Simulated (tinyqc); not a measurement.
Geometry optimisation on the RHF/sto-3g surface (energies and gradients from PySCF), for HF, spin multiplicity 1, step by step. Computed by tinyqc, a small Python program that keeps every step (integrals from PySCF). Settings: charge = 0, multiplicity = 1, basis = sto-3g, optimiser = sd, first Hessian = 0.6, largest step = 0.5, iteration cap = 30. Command: `OMP_NUM_THREADS=1 python tinyqc.py 30893 30894 out.jsonl` (the two numbers bound the seeds that draw the settings). One thread of a shared host (Intel(R) Xeon(R) Processor @ 2.60GHz), about 1 s of CPU time with the checks.

positions at the start (bohr):
```
           x         y         z
1F  0.000000  0.000000  0.000000
2H  0.000000  0.000000  1.708312
```

Stop when the largest gradient component is below 3e-5 hartree/bohr.

Course of the optimisation:
```
step   E (hartree)  largest gradient (hartree/bohr)
1     -98.56904802                         8.22e-02
2     -98.56335676                         9.81e-02
3     -98.56323495                         1.38e-01
4     -98.54696970                         1.42e-01
5     -98.56140005                         1.53e-01
6     -98.54161306                         1.51e-01
7     -98.56249498                         1.45e-01
8     -98.54481606                         1.46e-01
9     -98.56178447                         1.50e-01
10    -98.54273961                         1.49e-01
11    -98.56222869                         1.47e-01
12    -98.54403876                         1.47e-01
13    -98.56194308                         1.49e-01
14    -98.54320382                         1.49e-01
15    -98.56212385                         1.47e-01
16    -98.54373241                         1.48e-01
17    -98.56200820                         1.48e-01
18    -98.54339430                         1.48e-01
19    -98.56208171                         1.48e-01
20    -98.54360923                         1.48e-01
21    -98.56203479                         1.48e-01
22    -98.54347204                         1.48e-01
23    -98.56206466                         1.48e-01
24    -98.54355938                         1.48e-01
25    -98.56204561                         1.48e-01
26    -98.54350369                         1.48e-01
27    -98.56205774                         1.48e-01
28    -98.54353916                         1.48e-01
29    -98.56205001                         1.48e-01
30    -98.54351655                         1.48e-01
```

Can the last value be used, and what does the course show?

Not by the stop rule. Not converged within 30 steps: the energy rises at some steps, so steps overshoot. Reruns: method bfgs, first Hessian 0.6, largest step 0.3: converged in 6 (E = -98.57285).
